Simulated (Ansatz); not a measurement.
Results of r²SCAN+SOC (Ansatz, a first-principles code, PAW) for TlS (I4/mcm, No. 140).

Run with plane-wave cutoff 560 eV, 8×8×8 k mesh, Fermi–Dirac smearing 0.01 eV, PAW data made under PBE.

Cell (measured lattice):

TlS is taken in the tetragonal space group I4/mcm (No. 140), Pearson symbol tI16. Cell: a = b = 7.786 Å, c = 6.800 Å, α = β = γ = 90.00°. Tl1 on 4b sees 4 S at 2.603 Å (tetrahedral). Tl2 on 4a has 8 S at 3.329 Å. S on 8h is surrounded by 2 Tl at 2.603 Å and 4 Tl at 3.329 Å. (Neighbours: up to the widest gap in distance over summed covalent radii, below 1.35, at either atom; cation-cation and far metal-metal contacts left out.)
(The calculation used a cell of 8 atoms; values per cell refer to that cell.)

Task: What does this level give for the band gap, smallest direct gap on the k points sampled and direct gap at Γ?

Result: 
* **band gap**: 0.41 eV (indirect)
* **smallest direct gap on the k points sampled**: 0.93 eV
* **direct gap at Γ**: 2.37 eV

Note: cell and atoms aren't relaxed at this level (largest force component 0.34 eV/Å, pressure -0.2 GPa).

Static lattice: no zero-point or thermal effects.
